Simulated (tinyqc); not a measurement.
Worked calculation: Pariser-Parr-Pople SCF with singles CI, for the molecule c1cc[nH]c1 (SMILES; centres numbered as the heavy atoms are written). Computed by tinyqc, a small Python program that keeps every step. Settings: charge = 0, gamma = MN, start = huckel, damping = 0, iteration cap = 59, excitations kept = 4. Command: `OMP_NUM_THREADS=1 python tinyqc.py 27665 27666 out.jsonl` (the two numbers bound the seeds that draw the settings). One thread of a shared host (Intel(R) Xeon(R) Processor @ 2.60GHz), about 0.01 s of CPU time with the checks. Later iterations appear only in the table of the cycle.

## PPP integrals

Centres (angstrom, eV; a flat drawing with bonds scaled to 1.40 angstrom):
```
centre        x        y  core charge z        W  gamma_rr
1C       1.1910   0.0000              1  11.1600   11.1300
2C       0.3680   1.1330              1  11.1600   11.1300
3C      -0.9630   0.7000              1  11.1600   11.1300
4N      -0.9630  -0.7000              2  25.6000   16.8000
5C       0.3680  -1.1330              1  11.1600   11.1300
```

Resonance integrals (eV):
```
i  j     beta
1  2  -2.3900
2  3  -2.3900
3  4  -2.2400
4  5  -2.2400
5  1  -2.3900
```

Mataga-Nishimoto: gamma = 14.399645/(R + a), a = 2 x 14.399645/(gamma_rr + gamma_ss); H_rr = -W_r - sum_(s != r) z_s gamma_rs; H_rs = beta for bonds.

repulsion gamma_rs (eV), order 1C, 2C, 3C, 4N, 5C:
```
[[11.1300, 5.3448, 4.0464, 4.3688, 5.3448],
 [5.3448, 11.1300, 5.3462, 4.3683, 4.0451],
 [4.0464, 5.3462, 11.1300, 5.9230, 4.0459],
 [4.3688, 4.3683, 5.9230, 16.8000, 5.9239],
 [5.3448, 4.0451, 4.0459, 5.9239, 11.1300]]
```

core matrix H (eV), order 1C, 2C, 3C, 4N, 5C:
```
[[-34.6336, -2.3900, 0.0000, 0.0000, -2.3900],
 [-2.3900, -34.6327, -2.3900, 0.0000, 0.0000],
 [0.0000, -2.3900, -36.4446, -2.2400, 0.0000],
 [0.0000, 0.0000, -2.2400, -46.1840, -2.2400],
 [-2.3900, 0.0000, 0.0000, -2.2400, -36.4436]]
```

## Starting guess

pi electrons, sum of z_r less the charge = 6

Orbitals of the Hueckel matrix of the beta values.

P at the start, order 1C, 2C, 3C, 4N, 5C:
```
[[1.1946, 0.6418, -0.2396, -0.2531, 0.6548],
 [0.6418, 1.1946, 0.6548, -0.2531, -0.2396],
 [-0.2396, 0.6548, 1.1970, 0.6422, -0.2502],
 [-0.2531, -0.2531, 0.6422, 1.2168, 0.6422],
 [0.6548, -0.2396, -0.2502, 0.6422, 1.1970]]
```

## Iteration 1: Fock matrix

F_rr = H_rr + P_rr gamma_rr / 2 + sum_(s != r) P_ss gamma_rs; F_rs = H_rs - P_rs gamma_rs / 2; E = tr P (H + F) / 2 + core repulsion sum_(r<s) z_r z_s gamma_rs.

F (eV), order 1C, 2C, 3C, 4N, 5C:
```
[[-5.0436, -4.1051, 0.4849, 0.5529, -4.1398],
 [-4.1051, -5.0432, -4.1403, 0.5529, 0.4847],
 [0.4849, -4.1403, -6.5127, -4.1419, 0.5062],
 [0.5529, 0.5529, -4.1419, -11.3446, -4.1421],
 [-4.1398, 0.4847, 0.5062, -4.1421, -6.5139]]
```

pi energy = -86.0331 eV

## Iteration 1: orbitals and new P

Diagonalise F (the basis is taken as orthonormal) and form P = 2 sum c c over the lowest orbitals.

orbital energies (eV): [-15.4378, -10.3029, -9.5137, -0.7596, 1.5560]

P after iteration 1, order 1C, 2C, 3C, 4N, 5C:
```
[[1.0737, 0.6231, -0.1089, -0.2576, 0.7267],
 [0.6231, 1.0737, 0.7267, -0.2576, -0.1089],
 [-0.1089, 0.7267, 1.1451, 0.5250, -0.4042],
 [-0.2576, -0.2576, 0.5250, 1.5622, 0.5250],
 [0.7267, -0.1089, -0.4042, 0.5250, 1.1452]]
```

## Iteration 2: Fock matrix

As before.

F (eV), order 1C, 2C, 3C, 4N, 5C:
```
[[-5.3399, -4.0552, 0.2203, 0.5628, -4.3320],
 [-4.0552, -5.3398, -4.3326, 0.5625, 0.2203],
 [0.2203, -4.3326, -6.1004, -3.7947, 0.8177],
 [0.5628, 0.5625, -3.7947, -10.1134, -3.7949],
 [-4.3320, 0.2203, 0.8177, -3.7949, -6.1008]]
```

pi energy = -87.0648 eV

## Iteration 2: orbitals and new P

As before.

orbital energies (eV): [-14.2545, -10.3890, -9.4550, -0.1479, 1.2520]

P after iteration 2, order 1C, 2C, 3C, 4N, 5C:
```
[[1.0821, 0.6082, -0.1120, -0.2561, 0.7384],
 [0.6082, 1.0820, 0.7384, -0.2560, -0.1120],
 [-0.1120, 0.7384, 1.1296, 0.5178, -0.3966],
 [-0.2561, -0.2560, 0.5178, 1.5767, 0.5178],
 [0.7384, -0.1120, -0.3966, 0.5178, 1.1296]]
```

## Iteration 3: Fock matrix

As before.

F (eV), order 1C, 2C, 3C, 4N, 5C:
```
[[-5.3320, -4.0154, 0.2265, 0.5593, -4.3633],
 [-4.0154, -5.3319, -4.3639, 0.5591, 0.2265],
 [0.2265, -4.3639, -6.0860, -3.7735, 0.8023],
 [0.5593, 0.5591, -3.7735, -10.1035, -3.7738],
 [-4.3633, 0.2265, 0.8023, -3.7738, -6.0865]]
```

pi energy = -87.0727 eV

## Iteration 3: orbitals and new P

As before.

orbital energies (eV): [-14.2321, -10.3558, -9.4720, -0.1469, 1.2669]

P after iteration 3, order 1C, 2C, 3C, 4N, 5C:
```
[[1.0830, 0.6018, -0.1116, -0.2571, 0.7432],
 [0.6018, 1.0829, 0.7432, -0.2571, -0.1116],
 [-0.1116, 0.7432, 1.1267, 0.5151, -0.3921],
 [-0.2571, -0.2571, 0.5151, 1.5807, 0.5151],
 [0.7432, -0.1116, -0.3921, 0.5151, 1.1267]]
```

## Convergence

Stop when output and input P, before any damping, agree to 1e-7.

Course of the cycle:
```
iteration      E (eV)  largest |P(out) - P(in)|
1          -86.033114                  3.45e-01
2          -87.064781                  1.56e-02
3          -87.072662                  6.42e-03
4          -87.073731                  2.90e-03
5          -87.073941                  1.31e-03
6          -87.073984                  5.96e-04
7          -87.073993                  2.70e-04
8          -87.073994                  1.23e-04
9          -87.073995                  5.57e-05
10         -87.073995                  2.52e-05
11         -87.073995                  1.15e-05
12         -87.073995                  5.19e-06
13         -87.073995                  2.36e-06
14         -87.073995                  1.07e-06
15         -87.073995                  4.85e-07
16         -87.073995                  2.20e-07
17         -87.073995                  9.98e-08
```

Converged in 17 iterations.

## Converged orbitals

Charges are z - P_rr.

orbital energies (eV): [-14.2169, -10.3441, -9.4797, -0.1422, 1.2672]

coefficients, order 1C, 2C, 3C, 4N, 5C:
```
[[0.2797, 0.5845, 0.3490, -0.2831, -0.6150],
 [0.2797, 0.5846, -0.3487, -0.2828, 0.6151],
 [0.4238, 0.0693, -0.6151, 0.5617, -0.3489],
 [0.6960, -0.5541, -0.0001, -0.4567, 0.0001],
 [0.4238, 0.0690, 0.6151, 0.5619, 0.3487]]
```

pi charges: [-0.0832, -0.0832, -0.1254, 0.4172, -0.1254]

## Singles CI, singlets

Over the 4 single excitations with the smallest orbital gaps: A = (e_a - e_i) delta + 2 (ia|jb) - (ij|ab), with (pq|rs) = sum c_mp c_mq gamma_mn c_nr c_ns. f = 2/3 w |mu|^2 in atomic units, mu = sqrt2 sum c_ia sum_m c_mi c_ma R_m.

singlet CI matrix (eV), order 3>4, 2>4, 3>5, 2>5:
```
[[6.1996, 0.0004, 0.0005, -0.2527],
 [0.0004, 6.7151, 0.8843, -0.0001],
 [0.0005, 0.8843, 7.2360, -0.0001],
 [-0.2527, -0.0001, -0.0001, 7.9795]]
```

singlet excitation energies (eV): [6.0537, 6.1645, 7.8974, 8.0146]

oscillator strengths: [0.0333, 0.3585, 0.9892, 0.3990]

## Singles CI, triplets

Over the 4 single excitations with the smallest orbital gaps: A = (e_a - e_i) delta - (ij|ab), with (pq|rs) = sum c_mp c_mq gamma_mn c_nr c_ns.

triplet CI matrix (eV), order 3>4, 2>4, 3>5, 2>5:
```
[[2.9452, -0.0002, -0.0001, -0.6519],
 [-0.0002, 4.1483, -0.6519, 0.0002],
 [-0.0001, -0.6519, 4.8665, 0.0002],
 [-0.6519, 0.0002, 0.0002, 5.0618]]
```

triplet excitation energies (eV): [2.7605, 3.7631, 5.2465, 5.2517]
